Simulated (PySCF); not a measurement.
**OF2: breathing scan**

These are results of PySCF, PBE0, basis O def2-TZVP, F def2-TZVP (no relativity, density fitting), not measurements.

Rigid scan from the singlet minimum (O–F 1.381 Å (×2); F–O–F 103.9°). Coordinate: all bonds to the central atom scaled together. Energies in kJ/mol from the minimum.

Problem. Predict the curve at 0.88, 0.92, 0.96, 1.00, 1.04, 1.08, 1.14, 1.22, 1.35.

Solution. 
| scale of all bonds to the centre | E (kJ/mol) | dipole size (D) |
| --- | --- | --- |
| 0.88 | 148.7 | 0.02 |
| 0.92 | 58.5 | 0.07 |
| 0.96 | 13.0 | 0.17 |
| 1.00 | 0.0 | 0.27 |
| 1.04 | 10.5 | 0.36 |
| 1.08 | 37.9 | 0.45 |
| 1.14 | 100.0 | 0.58 |
| 1.22 | 204.3 | 0.72 |
| 1.35 | 386.6 | 0.89 |

At long bonds a restricted determinant can lie too high, and another spin state can fall below this curve.

Other isomers or separated fragments may lie lower.
